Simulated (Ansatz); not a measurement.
# C₂H₅O radical: energies up the ladder

The task, for C₂H₅O radical: energies up the ladder. Spin multiplicity 2.

Program: Ansatz 0.2.0. Level of theory: the levels named in each step. These are calculated values, not measurements.

### Step 1. The system as given

Bond lengths: C1–C2 1.479 Å, C2–O3 1.377 Å, C1–H4 1.098 Å, C1–H5 1.089 Å, C1–H6 1.087 Å, C2–H7 1.079 Å, O3–H8 0.961 Å. Angles: C1–C2–O3 116.3°, C1–C2–H7 120.8°, O3–C2–H7 117.8°, C2–C1–H4 112.3°, C2–C1–H5 110.3°, C2–C1–H6 109.3°, H4–C1–H5 107.5°, H4–C1–H6 107.8°, H5–C1–H6 109.6°, C2–O3–H8 110.0°.

Coordinates:

```xyz
8

C    -1.2610    0.2128   -0.2474
C     0.1425    0.4725    0.1406
O     1.0045   -0.5996    0.0691
H    -1.8659   -0.1511    0.5936
H    -1.7262    1.1261   -0.6149
H    -1.2841   -0.5465   -1.0254
H     0.3878    1.2703    0.8241
H     1.8718   -0.3476    0.3983
```

### Step 2. A rough first relaxation, PBE-D4/def2-SVP

The input, input.yaml:

```yaml
crystal:
  periodic: [false, false, false]
  atoms:
    - { symbol: C, position_ang: [-1.26096, 0.21279, -0.24736] }
    - { symbol: C, position_ang: [0.14251, 0.47252, 0.14057] }
    - { symbol: O, position_ang: [1.00446, -0.59958, 0.0691] }
    - { symbol: H, position_ang: [-1.86594, -0.15114, 0.59362] }
    - { symbol: H, position_ang: [-1.72617, 1.12607, -0.61493] }
    - { symbol: H, position_ang: [-1.28409, -0.54648, -1.0254] }
    - { symbol: H, position_ang: [0.38777, 1.2703, 0.82408] }
    - { symbol: H, position_ang: [1.87181, -0.34759, 0.39827] }
magnetization:
  spin_polarized: true
  initial_magnetization: 1
basis:
  gaussian: { orbitals: def2-SVP }
hamiltonian:
  xc: pbe
  dispersion: d4
relax:
  f_tol: 0.03
  max_steps: 200
```

Started as:

```bash
ansatz run input.yaml --threads 4 --pin off --max-ram 10240MiB --backend cpu --events-out ev --progress --plain --runs-dir out
```

After this run come: Relaxation, PBE0-D4/def2-TZVPP; Frequencies, PBE0-D4/def2-TZVPP; Single point, PBE-D4/def2-TZVPP; Single point, r2SCAN-D4/def2-TZVPP; Single point, B3LYP-D4/def2-TZVPP; Single point, wB97M-V/def2-TZVPP; Single point, B2PLYP/def2-TZVPP; Single point, LDA/def2-TZVPP; Single point, PBE0-D4/def2-SVP; Single point, PBE-D4/def2-SVP; Single point, CCSD(T)/def2-TZVPP; Single point, MP2/def2-QZVPP.

**Question.** What will these runs give? Wanted: C1–C2 at PBE0-D4/def2-TZVPP; C2–O3 at PBE0-D4/def2-TZVPP; frequencies at PBE0-D4/def2-TZVPP; energy at CCSD(T)/CBS.

The runs gave:

| quantity | value |
| --- | --- |
| C1–C2 at PBE0-D4/def2-TZVPP | 1.475 Å |
| C2–O3 at PBE0-D4/def2-TZVPP | 1.366 Å |
| frequencies at PBE0-D4/def2-TZVPP | 182 to 3899 cm⁻¹ |
| energy at CCSD(T)/CBS | -4196.516 eV |

**Reading.** No mode is imaginary, so the geometry is a minimum. These totals serve in differences with atoms or fragments at the same level; alone they don't rank the methods.
